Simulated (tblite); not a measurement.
Compound: C4H3FO.
SMILES: `F[C@H]1C=CC1=O`

Computed values, GFN2-xTB/tblite, gas phase, harmonic and unscaled. The method is semi-empirical: single wavenumbers can be off by several per cent or more.

Harmonic wavenumbers (cm⁻¹): 129.1, 231.6, 367.1, 503.6, 666.2, 740.7, 846.4, 853.6, 881.4, 974.8, 1000.8, 1033.0, 1114.7, 1121.8, 1215.1, 1269.8, 1594.5, 1881.5, 2937.1, 3131.6, 3150.6.

A = 5648, B = 4078, C = 2544 MHz; mass 86.017 u (most abundant isotopes); point group C1, symmetry number 1.

Problem. What is the zero-point energy?

Solution. Half the sum of the wavenumbers: 12822 cm⁻¹ = 153.39 kJ/mol.

Problem. Entropy at 298.15 K, 1 bar (ideal gas, RRHO, classical rotation)?

Solution. Translation 164.41, rotation 109.24, vibration 34.07: S = 307.7 J/(mol K).

Problem. And Cp and H(298.15 K) − H(0)?

Solution. Cp = 83.06 J/(mol K), of which vibrations give 49.80 (their classical limit is 21 R = 174.6); H(298.15 K) − H(0) = 16.11 kJ/mol without the zero-point energy, 6.19 from vibrations.

Problem. Which modes carry the vibrational entropy at 298.15 K?

Solution. 129.1 cm⁻¹: 12.38; 231.6 cm⁻¹: 7.81; 367.1 cm⁻¹: 4.57; 503.6 cm⁻¹: 2.72; 666.2 cm⁻¹: 1.46; 740.7 cm⁻¹: 1.09 J/(mol K); the other 15 give 4.04 together.

Problem. Blend soft modes into free rotors: weight 1/[1 + (100 cm⁻¹/ν̃)⁴] for the oscillator and the rest for a rotor with moment μB/(μ + B), μ = h/(8π²ν), B = 10⁻⁴⁴ kg m². What vibrational entropy results?

Solution. 33.71 J/(mol K) in place of 34.07, which changes −T·S at 298.15 K by +0.11 kJ/mol.

Problem. How do the functions run with temperature in this model?

Solution. 
| T (K) | S (J/(mol K)) | Cp (J/(mol K)) | H − H(0) (kJ/mol) | G − H(0) (kJ/mol) | ln q(vib) |
| --- | --- | --- | --- | --- | --- |
| 150 | 262.8 | 52.6 | 6.17 | -33.25 | 0.50 |
| 250 | 294.1 | 72.3 | 12.37 | -61.15 | 1.21 |
| 400 | 335.2 | 104.3 | 25.68 | -108.39 | 2.50 |
| 600 | 383.7 | 134.7 | 49.82 | -180.40 | 4.45 |
| 900 | 443.8 | 160.8 | 94.55 | -304.87 | 7.41 |

q(vib) and H(0) count from the zero-point level.

Hindered rotation and anharmonicity are outside this model. The structure is chiral; the term R ln 2 for an equal mix with its mirror image is left out.

Hardware: an AMD EPYC 7R43 with one thread, shared host. Cost: 0.13 s of wall time. The figure is for the frequency step alone.
